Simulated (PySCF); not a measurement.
One of the candidates below gave these computed data.

All candidates are C4H8FN.

| technique | computed result |
| --- | --- |
| Polarisability | 55.4 au [PBE0/def2-SVPD] |
| 1H NMR | chemical shifts (computed TMS as zero) by class: 4.67 (1 H), 4.55 (1 H), 4.16 (1 H), 3.80 (1 H), 3.62 (1 H), 2.46 (1 H), 2.18 (1 H), 0.68 (1 H) ppm [GIAO PBE0/pcSseg-1] |
| Rotational structure | rotational constants A, B, C: 8.928, 2.234, 1.947 GHz [GFN2-xTB] |
| 13C NMR | chemical shifts (computed TMS as zero) by class: 92.9 (1 C), 60.5 (1 C), 46.7 (1 C), 27.6 (1 C) ppm [GIAO PBE0/pcSseg-1] |
| Dipole | 2.05 D [PBE0/def2-SVPD] |
| UV, first state | lowest singlet excitation: 6.09 eV (204 nm, f = 0.001) [TDDFT PBE0/def2-SVPD] |
| Triplet | lowest triplet excitation (Tamm–Dancoff): 5.80 eV [TDA PBE0/def2-SVPD] |

The electronic properties come from PySCF, for the isolated species, density fitting. Levels stand in brackets. Geometry: GFN2-xTB, one conformer, isolated molecule. NMR values are class means; diastereotopic atoms form classes of their own.

**Question.** Which candidate is it?
A. `FC[C@H]1CCN1`
B. `CC1(F)CNC1`
C. `[H]/N=C(\CC)CF`

**Answer.** A. It is `FC[C@H]1CCN1`. Numbering: `[F:1][CH2:2][C@H:3]1[CH2:4][CH2:5][NH:6]1`. Its formula, C4H8FN, gives 1 degree of unsaturation: 1 ring and 0 π bonds in the structure found. 4 carbons fall into 4 classes; from least to most shielded: sp3 C–F carbon [C2] (92.9 ppm), ring sp3 carbon bound to nitrogen [C3] (60.5 ppm), ring sp3 carbon bound to nitrogen [C5] (46.7 ppm), four-membered-ring carbon [C4] (27.6 ppm). Hydrogen classes from least to most shielded: 1 H on an sp3 C–F carbon, C2 (4.67 ppm), 1 H on an sp3 C–F carbon, C2 (4.55 ppm), 1 H on an sp3 carbon bound to nitrogen, C3 (4.16 ppm), 1 H on an sp3 carbon bound to nitrogen, C5 (3.80 ppm), 1 H on an sp3 carbon bound to nitrogen, C5 (3.62 ppm), 1 H on a four-membered-ring carbon, C4 (2.46 ppm), 1 H on a four-membered-ring carbon, C4 (2.18 ppm), 1 H on a secondary amine nitrogen, N6 (0.68 ppm). The optimised geometry has point group C1 and is an asymmetric top.

The others, at the same levels:
- `[H]/N=C(\CC)CF` fails: its computed 13C shifts are 188.6 (1 C), 88.0 (1 C), 38.9 (1 C), 14.3 (1 C) ppm, 1H shifts are 10.52 (1 H), 5.35 (2 H), 2.39 (2 H), 1.26 (3 H) ppm and rotational constant A is 3.867 GHz (against 8.928 GHz).
- `CC1(F)CNC1` fails: it has 3 carbon classes against 4; its computed 13C shifts are 95.1 (1 C), 62.4 (2 C), 26.0 (1 C) ppm, 1H shifts are 4.04 (2 H), 3.49 (2 H), 1.59 (3 H), 0.25 (1 H) ppm and rotational constant A is 5.404 GHz (against 8.928 GHz).

Each candidate is one conformer, not necessarily the lowest. Dipoles, sizes and rotational constants follow the conformer. The torsions of the flexible species, by atom-mapped SMILES:
- `[F:1][CH2:2][C@H:3]1[CH2:4][CH2:5][NH:6]1`: F1–C2–C3–C4 78°
- `[H]/[N:4]=[C:3](\[CH2:2][CH3:1])[CH2:5][F:6]`: C1–C2–C3–N4 110°, C2–C3–C5–F6 -21°
